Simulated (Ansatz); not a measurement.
# InH$_{4}$, doublet: the ladder up to UCCSDT(Q)

All five atoms lie in one plane.

Geometry: that of the InH4⁻, triplet, kept fixed.

```yaml
atoms:
  - { symbol: In, position_ang: [0.0000, 0.0000, 0.0000] }
  - { symbol: H, position_ang: [1.2631, 0.0000, 1.2631] }
  - { symbol: H, position_ang: [-1.2631, 0.0000, 1.2631] }
  - { symbol: H, position_ang: [-1.2631, 0.0000, -1.2631] }
  - { symbol: H, position_ang: [1.2631, 0.0000, -1.2631] }
```

Basis def2-TZVPD with its core potentials; Ansatz 0.2.0. Correlated methods freeze the noble-gas cores and the filled d shells of p-block atoms, which leaves 7 electrons in 83 orbitals. R marks a restricted (for open shells ROHF) determinant, U an unrestricted one. Active spaces: valence = (7e, 8o) chosen from the atoms' valence shells. No spin–orbit coupling is included; scalar relativity enters through the core potentials alone.

Full CI isn't at hand for all of this; UCCSDT(Q) serves as the reference, and is uncertain by about the last step of the cluster series. The frozen core follows each run's orbitals, which can shift R against U totals by a few meV for light atoms and by up to 0.1 eV past Ca.

```
UHF ⟨S²⟩                          : 0.831
T1 diagnostic (RCCSD)             : 0.0299
largest doubles amplitude (RCCSD) : 0.053
T1 diagnostic (UCCSD)             : 0.0234
```

| level | E − E(UCCSDT(Q)) (kJ/mol) | share of correlation (%) | wall time |
| --- | --- | --- | --- |
| UHF | 338.2 | 9.81 | – |
| UMP2 | 91.9 | 75.48 | – |
| UCCSD | 10.5 | 97.20 | – |
| UCCSD(T) | 2.7 | 99.27 | 21 s |
| UCCSDT | 0.2 | 99.95 | – |

The correlation energy at UCCSDT(Q), counted from RHF, is -3.886 eV. That run took 7 s on 2 threads of AMD EPYC 7R13 with a shared H100 80 GB, shared host.

Run but not shown, since their state or frozen core can't be matched to the reference's or they repeat it: RHF, RMP2, RCCSD, RCCSD(T), BCCD(T), RCCSDT, RCCSDT(Q), CASSCF (valence space), NEVPT2 (valence space), MRCISD (valence space), MRCISD+Q (valence space).

Times hold each run's SCF and search for its determinant on a shared host, so for small cases they say little of a method's own cost; they ran on 1 thread of AMD EPYC 7R13.

Natural occupations of CASSCF (valence space) about the gap: 1.970 1.951 1.951 1.009 0.052 0.031 0.031 0.005; effectively unpaired electrons, Σ n²(2−n)², 1.04.
